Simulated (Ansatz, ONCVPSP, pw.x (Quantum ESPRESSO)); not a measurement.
## What a changed setting does to a pw.x run (bcc W)

Potential: optimised norm-conserving Vanderbilt (ONCV), ONCVPSP 4.0.1.1 (patched build), PBE; core [Kr] 4d10 4f14, reference 5s2 5p6 5d4 6s2; waves: 5s+6s: rc 1.90 bohr, ncon 4, nbas 8, qcut 7.7 1/bohr, 3 projectors, debl 0.3 Ha; 5p: rc 1.85 bohr, ncon 4, nbas 8, qcut 8 1/bohr, 2 projectors, debl 0.6 Ha; 5d: rc 2.85 bohr, ncon 4, nbas 9, qcut 6.6 1/bohr, 1 projector; local part: polynomial inside 1.50 bohr (lpopt 5, dvloc0 0 Ha); core correction: none. In the p channel the program set the typed energies aside and used -1.588, 0.250 Ha.

The reference run (k-mesh 14³, cutoffs 55/220 Ry, Fermi–Dirac 0.01 Ry, mixing_beta 0.4, conv_thr 1e-9, no spin) gives -2.31 GPa at 16.130 Å³/atom, where all-electron LAPW gives 0.30 GPa. This run, with its own iteration cap, changes k-mesh shift to 1.

```
&control
  calculation='scf', prefix='x', pseudo_dir='./', outdir='./tmp', tstress=.true., disk_io='none'
/
&system
  ibrav=0, nat=1, ntyp=1, ecutwfc=55, ecutrho=220, nbnd=15,
  occupations='smearing', smearing='fd', degauss=0.01
/
&electrons
  conv_thr=1e-09, mixing_beta=0.4, electron_maxstep=50
/
ATOMIC_SPECIES
W 1.0 W.UPF
CELL_PARAMETERS angstrom
  -1.59168867 1.59168867 1.59168867
  1.59168867 -1.59168867 1.59168867
  1.59168867 1.59168867 -1.59168867
ATOMIC_POSITIONS crystal
W 0.0000 0.0000 0.0000
K_POINTS automatic
14 14 14 1 1 1
```

```bash
pw.x < W.scf.in > W.scf.out
```

How does the run end?

It converges in 8 iterations; the free energy moves by -6.3 meV/atom and the pressure by -0.10 GPa.

```
Message from routine setup:
     using ibrav=0 with symmetry is DISCOURAGED, use correct ibrav instead
     lattice parameter (alat)  =       5.2098  a.u.
     unit-cell volume          =     108.8506 (a.u.)^3
     number of electrons       =        14.00
     number of Kohn-Sham states=           15
     kinetic-energy cutoff     =      55.0000  Ry
     charge density cutoff     =     220.0000  Ry
     scf convergence threshold =      1.0E-09
     Exchange-correlation= PBE
     number of k points=   100  Fermi-Dirac smearing, width (Ry)=  0.0100
     iteration #  1     ecut=    55.00 Ry     beta= 0.40
     total energy              =    -137.00667621 Ry
     estimated scf accuracy    <       0.03811933 Ry
     iteration #  2     ecut=    55.00 Ry     beta= 0.40
     total energy              =    -137.00704691 Ry
     estimated scf accuracy    <       0.00647889 Ry
     iteration #  3     ecut=    55.00 Ry     beta= 0.40
     total energy              =    -137.00782269 Ry
     estimated scf accuracy    <       0.00039633 Ry
     [... 2 iterations left out ...]
     iteration #  6     ecut=    55.00 Ry     beta= 0.40
     total energy              =    -137.00783985 Ry
     estimated scf accuracy    <          4.3E-09 Ry
     iteration #  7     ecut=    55.00 Ry     beta= 0.40
     total energy              =    -137.00783985 Ry
     estimated scf accuracy    <          1.1E-09 Ry
     iteration #  8     ecut=    55.00 Ry     beta= 0.40
     the Fermi energy is    21.9864 ev
!    total energy              =    -137.00783985 Ry
     estimated scf accuracy    <          1.3E-11 Ry
     smearing contrib. (-TS)   =      -0.00204895 Ry
     The total energy is F=E-TS. E is the sum of the following terms:
     one-electron contribution =     -19.68501132 Ry
     hartree contribution      =      16.50927961 Ry
     xc contribution           =     -15.25891804 Ry
     ewald contribution        =    -118.57114115 Ry
     convergence has been achieved in   8 iterations
          total   stress  (Ry/bohr**3)                   (kbar)     P=      -24.15
     Message from routine punch:
     Nothing written, as per user request (disk_io='none')
```

The run took about 11 s on one core of a shared host (Neoverse-V1, 32 threads, 126 GiB, load 15).
